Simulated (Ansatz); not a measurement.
System: bcc K. Method: PBEsol in Ansatz (PAW).

Run with plane-wave cutoff 520 eV, 18×18×18 k mesh, Fermi–Dirac smearing 0.1 eV, perturbation theory, force constants from a 6×6×6 q mesh, scalar-relativistic PAW data made under PBE.

Computed at the level's own relaxed cell. Harmonic vibrational thermodynamics at fixed volume:

| T (K) | S_vib (J/K per mol of atoms) | C_V (J/K per mol of atoms) | F_vib (eV/atom) |
|---|---|---|---|
| 0 | 0.00 | 0.00 | 0.0096 |
| 100 | 35.08 | 23.70 | -0.0092 |
| 600 | 79.15 | 24.90 | -0.3369 |
| 700 | 82.99 | 24.91 | -0.4210 |
| 800 | 86.32 | 24.92 | -0.5088 |
| 900 | 89.26 | 24.92 | -0.5998 |
| 1000 | 91.88 | 24.93 | -0.6937 |

The crystal is taken as a harmonic solid at every temperature: melting, phase changes and thermal expansion are not seen, nor the electrons' share in a metal.

Ansatz is an electronic-structure program.
